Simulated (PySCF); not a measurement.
Working out the ionisation energy of Ne

Ne [Ne] (1S) → Ne⁺ [He] 2s2 2p5 (2P). All numbers are calculated (PySCF 2.14, the spin-free X2C one-electron Hamiltonian (Gaussian nucleus), in aug-cc-pVDZ-DK (4s3p2d, 23 functions)). Frozen: 1s2. Energies in hartree (1 hartree = 27.21139 eV):

```
            part   Ne (lower)  Ne⁺ (upper)
             UHF  -128.632777  -127.904092
CCSD correlation    -0.210338    -0.153633
             (T)    -0.002797    -0.001654
```

Problem. What does Hartree-Fock give?

Solution. (-127.904092) − (-128.632777) = 0.728685 hartree = 19.829 eV.

Problem. What do CCSD and CCSD(T) give?

Solution. The CCSD correlation energies differ by 0.056705 hartree = 1.543 eV and the triples by 0.001143 hartree = 0.031 eV, so CCSD gives 21.372 eV and CCSD(T) 21.403 eV.

Measured between the centres of the two terms (NIST): 21.597 eV, so CCSD(T) (valence) is off by -0.194 eV.

A double-zeta basis recovers only part of the correlation energy.

What remains against the reference includes basis incompleteness, the frozen core and higher excitations.
